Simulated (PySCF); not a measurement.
**NO+: a composite coupled-cluster curve**

An exercise on one series of results from a longer session: the logs are not shown, and one member is left open.

The runs use PySCF 2.14.0; CCSD(T) on RHF, no relativity in the base curves; scalar relativity is added as a correction.

2 further runs of the same task are left out: 2 set aside as unsound or not needed.

The first run:

```yaml
molecule: NO+
state: singlet, unpaired electrons none
smaller_basis: N aug-cc-pVTZ, O aug-cc-pVTZ
larger_basis: N aug-cc-pVQZ, O aug-cc-pVQZ
frozen_core_orbitals: 2
extrapolation: correlation as n⁻³ (n = 3, 4), Hartree–Fock as (n+1)·exp(−9√n)
corrections: core–valence correlation, scalar relativity
distances_Å: 0.9319, 0.9742, 1.0166, 1.0589, 1.1013, 1.1542, 1.2072
masses_u: 14.0031, 15.9949
dissociation_limit: N + O+
```

Run with:

```sh
> OMP_NUM_THREADS=4 python comp.py task.json out
```

Among the steps run: Coupled cluster at each distance.

One table of the session follows, with a row left open; its other results are not shown here.

| level | Re (Å) | ωe (cm⁻¹) | ωexe (cm⁻¹) | αe (cm⁻¹) | De (eV) |
| --- | --- | --- | --- | --- | --- |
| CCSD(T)/aug-cc-pVTZ(-PP) | 1.0688 | 2356.3 | 15.9 | 0.0185 | 10.517 |
| CCSD(T)/aug-cc-pVQZ(-PP) | 1.0656 | 2374.6 | 15.8 | 0.0185 | 10.780 |
| HF/CBS | ? | ? | ? | ? | ? |
| MP2/CBS | 1.0776 | 2183.0 | 21.1 | 0.0228 | 11.573 |
| CCSD/CBS | 1.0554 | 2493.8 | 14.0 | 0.0169 | 10.487 |
| CCSD(T)/CBS | 1.0641 | 2383.9 | 15.8 | 0.0184 | 10.946 |
| CCSD(T)/CBS+CV | 1.0626 | 2392.2 | 15.8 | 0.0185 | 10.976 |
| CCSD(T)/CBS+CV+SR | 1.0625 | 2390.6 | 15.8 | 0.0185 | 10.966 |

Q: Estimate the row for HF/CBS from the others.

**Answer.** Re (Å): 1.0252; ωe (cm⁻¹): 2841.8; ωexe (cm⁻¹): 12.0; αe (cm⁻¹): 0.0145; De (eV): 5.484. In the column «Re (Å)» it is the lowest.
